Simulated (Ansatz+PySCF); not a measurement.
A calculation with PySCF 2.14.0.

```python
from pyscf import gto, scf, mp

mol = gto.M(atom="""
Li 0.000000 0.000000 -1.135460
H 0.000000 0.000000 1.135460
""", basis={'H': 'cc-pvtz', 'Li': 'cc-pcvtz'}, charge=1, spin=1)
mf = scf.UHF(mol)
mf.kernel()
pt = mp.MP2(mf, frozen=None).run()
print(mf.e_tot, pt.e_corr, pt.e_tot)
```

The script is written out from the run's settings.

Results

```
Converged                       : yes
Reference energy                : -7.74088 hartree
Correlation energy              : -0.03615 hartree
Total energy                    : -7.77703 hartree
Spin squared of the determinant : 0.750
```
